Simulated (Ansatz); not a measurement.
Process, species as SMILES: [SiH3][SiH3] (Si2H6) [silylsilane] + [H][H] (H2) → 2 [SiH4] (SiH4)

Wanted: energy of full hydrogenation (enthalpy at 298 K), in kcal/mol. Set-up: non-relativistic; 6-31G* and kin with 6d, 5d where marked; no dispersion term unless named; 6-311+G** with 5d, 6d on Na to Ar in Ansatz (a first-principles code); no spin-orbit coupling; valence correlation only; LANL2DZ with its own core potentials from Na on. CBS(X,Y): correlation extrapolated as X^-3; Hartree-Fock from the larger set. The bracket is a focal-point correction in the basis named. First-principles rows: single points at B3LYP-D3(BJ) geometries (Ansatz), with unscaled harmonic terms from B3LYP/6-31G* (Ansatz) at its own minima.

Measured values: Active Thermochemical Tables 1.112 (ions: stationary electron), as tabulated in the package chemicals; G2/97 table in ASE (Curtiss et al.); they hold spin-orbit and core effects, anharmonicity. 

Value to compare with, the measured value: -2.7 kcal/mol.

```csv
level,program,energy of full hydrogenation (enthalpy at 298 K) (kcal/mol),error
B3LYP/STO-3G,Ansatz,-2.0,0.7
B3LYP/3-21G,Ansatz,-0.9,1.8
B3LYP/LANL2DZ,Ansatz,-3.8,-1.1
B3LYP/6-31G,Ansatz,0.7,3.4
B3LYP/6-31G*,Ansatz,-4.5,-1.8
B3LYP/6-31+G*,Ansatz,-4.8,-2.1
B3LYP/6-31G**,Ansatz,-3.9,-1.2
B3LYP/def2-SVP,Ansatz,-6.6,-3.9
B3LYP/cc-pVDZ,Ansatz,-5.5,-2.8
B3LYP/6-311+G**,Ansatz,-5.2,-2.5
B3LYP/def2-TZVPD,Ansatz,-5.4,-2.7
"RI-MP2/CBS(def2-TZVPPD,def2-QZVPPD)+[CCSD(T)-MP2]/def2-TZVPPD",Ansatz,-3.2,-0.5
```

3 of the 10 habitual levels lie above the measured value; their mean absolute error is 2.1 kcal/mol, the median 2.0.

The sets are all those run for this method; left out are runs that failed, that the program found above a lower state of the same kind, or whose <S^2> lies over 0.5 above the pure value.
